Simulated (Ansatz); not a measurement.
## Relaxing Ba2Be

Method: DFT r2SCAN, scalar-relativistic, plane waves, PAW in Ansatz 0.2.0. Cutoff 500 eV, Γ-centred k mesh, Gaussian smearing, no spin polarisation in the final step.

Ba2Be was placed on the CaC2 structure type (I4/mmm, No. 139), with Be in place of Ca, Ba in place of C, at a guessed volume.

```xyz
3
Lattice="-2.3698 2.3698 3.8867 2.3698 -2.3698 3.8867 2.3698 2.3698 -3.8867" Properties=species:S:1:pos:R:3 pbc="T T T"
Ba    0.0000    0.0000    4.6097
Ba    0.0000    0.0000    3.1638
Be    0.0000    0.0000    0.0000
```

Cell and atoms relax at zero pressure; the relaxation can't lower the symmetry of the start. After a coarse first stage the cell is made exact in the group found at 0.06 Å.

Energies over the elements count from the elements' standard structures at the same level, with no empirical corrections.

(1) What does it relax into?

(2) What are its volume, energy, density and gap?

## Answers

(1) It keeps I4/mmm (No. 139), but not the shape of the type it started on. Conventional cell: a = 4.038 Å, c = 15.264 Å. Ba has 4 Be at 3.40 Å, 1 Ba at 3.69 Å and 4 Ba at 4.04 Å; Be is coordinated by 8 Ba at 3.40 Å and 4 Be at 4.04 Å.

Space group I4/mmm (No. 139). a = 4.038 Å, b = 4.038 Å, c = 15.264 Å, α = 90.00°, β = 90.00°, γ = 90.00°
```tsv
atom	site	symmetry	x	y	z
Ba	4e	4mm	0.5000	0.5000	0.1208
Be	2a	4/mmm	0.0000	0.0000	0.0000
```

(2) The volume per atom is 41.48 Å³. The density is 3.79 g/cm³ and the energy over the elements is 0.33 eV/atom. The gap on the 16×16×16 mesh is 0 eV (a metal).

The final run used a 16×16×16 mesh on its 3-atom cell and 0.10 eV smearing. The k mesh leaves about 4 meV/atom of noise in metals. A structure relaxed within its symmetry needn't be a true minimum.

Cost: 3 runs of about 6.4 core-minutes in all, on Intel Xeon 6975P-C (Granite Rapids) (shared hosts).